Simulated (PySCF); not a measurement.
One molecule, a ladder of functionals, a line

Molecule: SMILES CCC[C@@H](C)F, C$_{5}$H$_{11}$F.

Geometry (Å), atoms numbered from 1 in this order:
```xyz
17

C     2.533    0.007   -0.171
C     1.281   -0.120    0.681
C    -0.004    0.102   -0.104
C    -1.258   -0.070    0.728
C    -2.541    0.138   -0.041
F    -1.266   -1.354    1.251
H     3.445   -0.156    0.423
H     2.534   -0.730   -0.990
H     2.608    1.006   -0.630
H     1.237   -1.119    1.145
H     1.323    0.600    1.517
H    -0.011    1.114   -0.544
H    -0.053   -0.606   -0.951
H    -1.221    0.621    1.593
H    -2.600    1.163   -0.433
H    -3.410   -0.037    0.608
H    -2.596   -0.563   -0.888
```

GIAO shieldings (ppm, equivalent atoms averaged) in PySCF on the PBE0-D3(BJ)/def2-SVP geometry, basis pcSseg-1, gas phase, non-relativistic:

```csv
functional,exact exchange (%),σ(C4),σ(F6)
BLYP,0,79.7,360.6
BP86,0,85.7,364.3
PBE,0,86.1,362.2
PBE0,25,94.3,380.2
mPW1PW91,25,93.5,381.0
BHandHLYP,50,95.8,393.2
HF,100,110.1,416.6
```

Q: Fit each shielding as a line in the percentage of exact exchange.

A: σ(C4) = 84.8 + 0.26 x (rms 2.6 ppm); σ(F6) = 364.1 + 0.55 x (rms 2.4 ppm). The functionals also differ in their semilocal parts, which the line can't hold; Hartree–Fock has no correlation at all.

Q: What does the line predict for B3LYP (20 %), and what does the run give?

A: σ(C4): 90.0 predicted, 86.8 computed; σ(F6): 375.1 predicted, 375.6 computed ppm.
